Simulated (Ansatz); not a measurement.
The input, for Ansatz 0.2.0:

```yaml
crystal:
  periodic: [false, false, false]
  atoms:
    - {symbol: Ge, position_ang: [0.000000, 0.000000, 2.105092]}
    - {symbol: P, position_ang: [0.000000, 0.000000, -0.076447]}
    - {symbol: P, position_ang: [0.000000, 0.000000, -2.028645]}
basis:
  gaussian: {orbitals: cc-pVDZ}
correlation: {method: fic_mrcisd_q, electrons: outside_noble_gas, active_space: {window: {electrons: 2, orbitals: 2}, states: [{multiplicity: 2, weights: [-1, 1]}]}}
scf: {lower_state_search: off}
```

```sh
$ ansatz run in.yaml --threads 1 --pin off --events-out ev --progress --plain --max-ram 2393MiB
```

(1) One thing in this input was set wrong on purpose, beside settings that are merely unusual. What is the gravest fault, and what does the program do?

## Answers

(1) Impossible set of states or weights. How the run ends: refused.
```
Error: set 0 asks for 2 states and needs as many positive weights; it has [-1.0, 1.0]
```
